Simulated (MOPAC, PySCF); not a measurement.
Stepwise substitution at one centre (Si F-H). Isolated molecules, 0 K electronic values unless said otherwise. Strings in code marks are SMILES.

Quantity: redistribution energy (mixed species minus the weighted end members), in kJ/mol. Semi-empirical values (MOPAC) are differences of heats of formation.

Level 1: B3LYP/6-31G* // PBE0-D3(BJ)/def2-TZVP (PySCF)
Level 2: frozen-core MP2/6-31G* // PBE0-D3(BJ)/def2-TZVP (PySCF)
Level 3: HF/STO-3G // PBE0-D3(BJ)/def2-TZVP (PySCF)
Level 4: AM1 // PBE0-D3(BJ)/def2-TZVP (MOPAC)

```csv
species,level 2,level 3,level 4
1 of 4 F replaced by H: `F[SiH](F)F`,-2.05,13.06,14.34
2 of 4 F replaced by H: `[SiH2](F)F`,13.94,23.72,27.10
3 of 4 F replaced by H: `F[SiH3]`,22.60,20.18,25.11
```

Problem. What does level 1 give for each, and how far do the other levels lie from it on average?

Solution. 
- 1 of 4 F replaced by H: `F[SiH](F)F`: -1.41
- 2 of 4 F replaced by H: `[SiH2](F)F`: 14.88
- 3 of 4 F replaced by H: `F[SiH3]`: 23.30
Mean absolute difference from level 1, which has limits of its own, over these rows (drawn at random from the members that have all these levels): level 2 0.76 kJ/mol, level 3 8.81 kJ/mol, level 4 9.93 kJ/mol.
